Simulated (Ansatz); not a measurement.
BiOBr (P4/nmm, No. 129) was calculated with r²SCAN in Ansatz (plane waves, PAW).

Numerical settings: plane-wave cutoff 560 eV, 10×10×4 k mesh (along the axes of the cell as run), Fermi–Dirac smearing 0.01 eV, scalar-relativistic PAW data made under PBE.

Cell (measured lattice):

BiBrO is modelled in the tetragonal space group P4/nmm, origin choice 1 (No. 129), Pearson symbol tP6. Lattice parameters: a = b = 3.916 Å, c = 8.077 Å, α = β = γ = 90.00°. Bi on 2c sees 4 O at 2.320 Å and 4 Br at 3.178 Å. O on 2a is coordinated by 4 Bi at 2.320 Å (tetrahedral). Br on 2c sees 4 Bi at 3.178 Å. (Neighbours: up to the widest gap in distance over summed covalent radii, below 1.35, at either atom; cation-cation and far metal-metal contacts left out.)

### Question
Predict the band gap, smallest direct gap on the k points sampled and Γ–Γ gap.

### Answer

band gap: 2.55 eV
smallest direct gap on the k points sampled: 2.76 eV
Γ–Γ gap: 3.47 eV

Note: cell and atoms aren't relaxed at this level (largest force component 0.09 eV/Å, pressure 1.5 GPa).

Spin–orbit coupling is not included; with these elements it can move the gap by several tenths of an eV or more.

It cost around 100 core-seconds (rough) of CPU time.

Ansatz is an electronic-structure program.
